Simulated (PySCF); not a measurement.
# How methods differ on the ionisation energy of F

F [He] 2s2 2p5 (2P) → F⁺ [He] 2s2 2p4 (3P), as a difference of total energies. All numbers are calculated (PySCF 2.14, the non-relativistic Hamiltonian (point nucleus), in def2-TZVPPD (6s4p3d1f, 40 functions)). Correlated levels: valence: 1s2 frozen; valence and next inner shell: nothing frozen. The calculations carry no spin-orbit coupling.

```
                                method  ionisation energy (eV)  error (eV)
                                   UHF                  15.660      -1.767
                                   LDA                  17.947      +0.520
                                   PBE                  17.650      +0.223
                                  PBE0                  17.443      +0.016
                                r2SCAN                  17.536      +0.109
                               wB97M-V                  17.442      +0.015
                                 B3LYP                  17.722      +0.295
                             BHandHLYP                  17.307      -0.120
                               r2SCANh                  17.467      +0.040
                         MP2 (valence)                  17.243      -0.184
                     SCS-MP2 (valence)                  17.226      -0.201
    MP2 (valence and next inner shell)                  17.252      -0.175
SCS-MP2 (valence and next inner shell)                  17.230      -0.197
```

Reference: 17.427 eV (measured; NIST levels, between the centres of gravity of the two terms).

Errors of the correlated levels include the incompleteness of this basis and the frozen core.
